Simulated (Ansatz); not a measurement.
**HS+ (triplet): from Hartree-Fock to the top rungs, def2-QZVPP**

The task here is to estimate one member of a computed series from the others.

The runs use Ansatz 0.2.0, Gaussian basis; def2-QZVPP, core rule «outside noble gas», up to 5 orbitals frozen.

To be run: UHF; ROHF; CCSD(T) on UHF.

2 further runs of the same task are left out: 2 set aside as unsound or not needed.

### What is computed

The geometry is a PBE0/def2-TZVP stationary point (not a proven minimum) of the parent state, kept for this charge and spin.

2 atoms, charge 1, spin multiplicity 3.

Atoms are counted from 1 here; the program's logs count them from 0.

Bond lengths: S1–H2 1.346 Å.

The first run:

Input file in.yaml:

```yaml
crystal:
  periodic: [false, false, false]
  atoms:
    - {symbol: S, position_ang: [0.000000, 0.000000, 0.000000]}
    - {symbol: H, position_ang: [0.000000, 0.000000, 1.345800]}
basis:
  gaussian: {orbitals: "def2-QZVPP.json"}
total_charge: 1
magnetization: {spin_polarized: true, initial_magnetization: 2}
hamiltonian: {xc: hf}
output: {orbitals: {seedname: orbitals}}
```

Launch:

```sh
ansatz run in.yaml --threads 1 --pin off --events-out ev --progress --plain --max-ram 2393MiB
```

Among the steps run: UHF; ROHF; CCSD(T) on UHF.

One table of the session follows, with a row left open; its other results are not shown here.

| method | from UCCSD(T) (meV) |
| --- | --- |
| ROHF | +4400.9 |
| UHF | +4177.2 |
| UMP2 | ? |
| UCCSD | +140.6 |
| UCCSD(T) | 0 |

Q: Estimate the row for UMP2 from the others.

The run gave: from UCCSD(T) (meV): +779.4. In the column «from UCCSD(T) (meV)» it lies between UCCSD (+140.6) and UHF (+4177.2).
